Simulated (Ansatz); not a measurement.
Input (CCSDT(Q)/cc-pVDZ; Ansatz, a program for electronic structure):

Ansatz 0.2 input:
```yaml
crystal:
  periodic: [false, false, false]
  atoms:
    - {symbol: C, position_ang: [1.17178753, -0.40786818, 0.00814112]}
    - {symbol: C, position_ang: [0.00377973, 0.55379578, -0.00922938]}
    - {symbol: O, position_ang: [-1.19926796, -0.21360277, 0.00218953]}
    - {symbol: H, position_ang: [-1.95146033, 0.38657997, -0.00867812]}
    - {symbol: H, position_ang: [0.04636729, 1.21437980, 0.86589957]}
    - {symbol: H, position_ang: [0.04839412, 1.18483951, -0.90579449]}
    - {symbol: H, position_ang: [2.11638052, 0.13933088, 0.00009803]}
    - {symbol: H, position_ang: [1.13951779, -1.03119502, 0.90289190]}
    - {symbol: H, position_ang: [1.14154074, -1.06067865, -0.86540354]}
basis:
  gaussian:
    orbitals: cc-pVDZ
magnetization: {spin_polarized: false}
correlation: {method: ccsdt_q, electrons: outside_noble_gas}
```

Output:

```
Functional definition: HF
integrals: 0.07 GiB planned
1379 factors; integrals over basis functions are off by at most 1.8e-7 eV
mean field: 0.21 GiB planned
mean field evaluation 1: about -4190.7993 eV, gradient 3.1e1 eV
mean field evaluation 2: about -4190.8005 eV, gradient 3.1e1 eV
mean field evaluation 4: about -4193.0321 eV, gradient 3.1e0 eV
mean field evaluation 8: about -4193.0595 eV, gradient 7.0e-5 eV
mean field evaluation 16: about -4193.0586 eV, gradient 1.5e-1 eV
mean field -4193.05954630 eV, -154.0920961688 hartree, gradient 1.5e-6 eV, S^2 0.000000; 0 other end points of the search recorded, 0 dependent functions left out
3 core orbitals not correlated
reference -4193.05954630 eV, -154.0920961688 hartree; 10, 10 occupied and 59, 59 virtual orbitals, 1379 factors
second order -13.07707366 eV of doubles, -0.00000000 eV of singles
coupled cluster: 1.78 GiB planned
cycle   1  -13.71565902 eV  change   -6.4e-1 eV  update   8.1e-2
cycle   2  -14.28376533 eV  change   -5.7e-1 eV  update   3.1e-2
cycle   3  -14.48484264 eV  change   -2.0e-1 eV  update   1.4e-2
cycle   4  -14.46480094 eV  change    2.0e-2 eV  update   3.3e-3
cycle   5  -14.46248388 eV  change    2.3e-3 eV  update   1.6e-3
cycle   6  -14.46375649 eV  change   -1.3e-3 eV  update   5.3e-4
cycle   7  -14.46400349 eV  change   -2.5e-4 eV  update   2.0e-4
cycle   8  -14.46395343 eV  change    5.0e-5 eV  update   8.5e-5
cycle   9  -14.46393602 eV  change    1.7e-5 eV  update   2.8e-5
cycle  10  -14.46397204 eV  change   -3.6e-5 eV  update   1.2e-5
cycle  11  -14.46394523 eV  change    2.7e-5 eV  update   5.7e-6
cycle  12  -14.46394473 eV  change    5.1e-7 eV  update   1.7e-6
cycle  13  -14.46394278 eV  change    1.9e-6 eV  update   7.4e-7
perturbative correction -0.02633654 eV, -0.0009678499 hartree
Total energy: -4207.54982562 eV, -154.6246041120 hartree
```
